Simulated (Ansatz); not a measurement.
**Worked example: a bond strength in [CF3]+ (SMILES F[C+](F)F)**

The species is [CF3]+ (4 atoms), meant as a singlet with charge +1. SMILES: `F[C+](F)F`. Geometry: optimised at B3LYP/def2-SVP.

```xyz
4

F     0.7014   -0.1151    1.0094
C     0.0000    0.0000    0.0000
F    -0.6119   -0.9772   -0.4411
F    -0.0894    1.0923   -0.5683
```

Wanted: the dissociation energy of the C2–F1 bond into doublet [CF2]+ and doublet F (shapes relaxed at B3LYP/def2-SVP, no zero-point term). 1 Eh = 2625.50 kJ/mol = 27.2114 eV. Totals in Eh; open shells run unrestricted unless said.

| level | program | [CF3]+ | doublet [CF2]+ | doublet F |
| --- | --- | --- | --- | --- |
| PBE0-D4/def2-TZVPP | Ansatz | -337.063558 | -237.163219 | -99.676173 |
| wB97M-V/def2-TZVPP | Ansatz | -337.311693 | -237.337835 | -99.745271 |
| MP2/def2-TZVPP, 4 core orbitals frozen | Ansatz | -336.832797 | -236.990321 | -99.609588 |

Work out the dissociation energy at each level.


1. PBE0-D4/def2-TZVPP: (-237.163219) + (-99.676173) − (-337.063558) = 0.224166 Eh = 588.5 kJ/mol = 6.10 eV.
2. wB97M-V/def2-TZVPP: (-237.337835) + (-99.745271) − (-337.311693) = 0.228587 Eh = 600.2 kJ/mol = 6.22 eV.
3. MP2/def2-TZVPP: (-236.990321) + (-99.609588) − (-336.832797) = 0.232888 Eh = 611.4 kJ/mol = 6.34 eV.

The levels span 589 to 611 kJ/mol; no measured value is set beside them. A bond enthalpy at 298 K also holds the loss of zero-point energy and thermal terms.
